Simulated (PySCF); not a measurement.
## What builds the first ionisation energy along group 13

Calculated with PySCF 2.14 from differences of total energies of unrestricted determinants, without spin-orbit coupling. Each column adds one step, in eV (sums use unrounded values): valence MP2, valence CCSD, valence triples, then the next inner shell at CCSD(T) (B 1s, Al 2s 2p, In 4s 4p 4d, Tl 5s 5p 5d). References (NIST) marked * lie between the lowest fine-structure levels; the others compare directly ((s) semi-empirical, (t) theoretical).

```tsv
element	UHF	+ MP2	+ CCSD	+ (T)	+ inner shell	sum	reference
B [He] 2s2 2p1 → [He] 2s2 (def2-QZVPPD, non-relativistic)	8.043	0.248	-0.097	0.039	0.027	8.260	8.297
Al [Ne] 3s2 3p1 → [Ne] 3s2 (def2-QZVPPD, non-relativistic)	5.609	0.243	0.081	0.035	-0.022	5.946	5.977
In [Kr] 4d10 5s2 5p1 → [Kr] 4d10 5s2 (def2-QZVPPD with the def2 core potential (28 electrons), ECP)	5.219	0.204	0.048	0.023	0.065	5.559	5.603
Tl [Xe] 4f14 5d10 6s2 6p1 → [Xe] 4f14 5d10 6s2 (def2-QZVPPD with the def2 core potential (60 electrons), ECP)	5.014	0.189	0.039	0.016	0.116	5.374	5.464
```

What remains against the references is mostly basis incompleteness.

These are valence bases, so the inner-shell step is incomplete.
